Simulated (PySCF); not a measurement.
Work out the structure from these simulated measurements.

Formula: AlH3.

- Dipole: 0.00 D by symmetry (numerical residue 0.01 D) [CAM-B3LYP/def2-SVPD]
- Valence photoelectron: vertical ionisation energy: 11.31 eV [ΔSCF CAM-B3LYP/def2-SVPD]
- Polarisability: 32.3 au [CAM-B3LYP/def2-SVPD]
- XPS: Al1s 1567.6 eV [ΔSCF SCAN, pcX-2 on the ionised atom, pcseg-1 elsewhere, spin-free X2C]
- Rotational structure: rotational constants A, B, C: 132.230, 132.101, 66.083 GHz [PBE0-D3(BJ)/def2-SVP]
- UV, first state: lowest singlet excitation: 5.34 eV (232 nm, f = 0.000 summed over 2 states within 0.01 eV) [TDDFT CAM-B3LYP/def2-SVPD]
- Triplet: lowest triplet excitation (Tamm–Dancoff): 4.85 eV [TDA CAM-B3LYP/def2-SVPD]

Gas-phase values; electronic properties from PySCF, density fitting. Levels stand in brackets. Geometry: PBE0-D3(BJ)/def2-SVP; no solvent, vibrations or thermal averaging.

**Question.** Give a SMILES that accounts for the data.

**Answer.** The core levels belong to: Al1s 1567.6 eV, aluminium bonded to 3 H. The vanishing dipole is forced by symmetry. The optimised geometry has point group D3h and is an oblate symmetric top (the spread among constants that symmetry makes equal is optimisation noise). Structure: aluminum trihydride, `[AlH3]`.
